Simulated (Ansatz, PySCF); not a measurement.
## Rock-salt NaCl: smallest direct gap on the k points sampled by level of theory

No measured value is used here.

```json
[
 {"level (code)": "LDA (Ansatz)", "value (eV)": "4.69"},
 {"level (code)": "PBE (Ansatz)", "value (eV)": "5.11"},
 {"level (code)": "r²SCAN (Ansatz)", "value (eV)": "5.90"},
 {"level (code)": "B3LYP (VWN-RPA form) (Ansatz)", "value (eV)": "6.79"},
 {"level (code)": "HSE06 (Ansatz)", "value (eV)": "6.48"},
 {"level (code)": "Hartree–Fock (Ansatz)", "value (eV)": "13.75"},
 {"level (code)": "G0W0@PBE (PySCF)", "value (eV)": "8.05 ± 0.10"},
 {"level (code)": "G0W0@PBE0 (PySCF)", "value (eV)": "8.81 ± 0.1"},
 {"level (code)": "QSGW@PBE (PySCF)", "value (eV)": "9.42 ± 0.2"}
]
```

Computed values are for a static lattice.  A ± on a computed value is a rough bar: the spread of its extrapolation, a floor set from checks against published values, or a statistical error. Values are at the measured cell. Cutoffs and k meshes differ between the levels. Ansatz's density-functional and Hartree–Fock values are scalar-relativistic unless marked +SOC, with PAW data made under PBE.

Ansatz is a quantum-chemistry and plane-wave program.
